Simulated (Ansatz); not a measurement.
`[SiH3]SS`. Charge 0, multiplicity 1. Geometry: relaxed with PBE0-D4/def2-TZVP. It is one conformer, not always the lowest.

```xyz
7

Si   -0.045   -0.273    0.973
S    -0.392   -1.044   -0.997
S    -0.490    0.775   -1.971
H    -1.152    0.628    1.373
H     1.242    0.466    1.009
H     0.017   -1.455    1.871
H     0.819    0.903   -2.259
```

(1) What is the dipole moment at r2SCAN/def2-TZVPP? (Estimate.)

(2) And with PBE, B3LYP, ωB97M-V? (Estimate.)

(3) Give the Mulliken charges with r2SCAN, B3LYP, PBE in def2-TZVPP. (An estimate is asked.)

Answers

(1) The calculation gave: 1.17 D, with components (0.93, 0.49, 0.52) D in this frame, pointing from negative to positive charge.

(2) The calculation gave: PBE 1.10 D, B3LYP 1.14 D, ωB97M-V 1.16 D.

(3) The calculation gave: 
```csv
atom,r2SCAN,B3LYP,PBE
Si1,0.36,0.33,0.27
S2,-0.19,-0.18,-0.16
S3,-0.11,-0.12,-0.12
H4,-0.05,-0.04,-0.03
H5,-0.06,-0.05,-0.04
H6,-0.07,-0.06,-0.05
H7,0.11,0.12,0.13
```

B3LYP here is the variant with VWN-RPA as its local correlation; programs differ in this.

Results of the Gaussian-basis code of Ansatz.
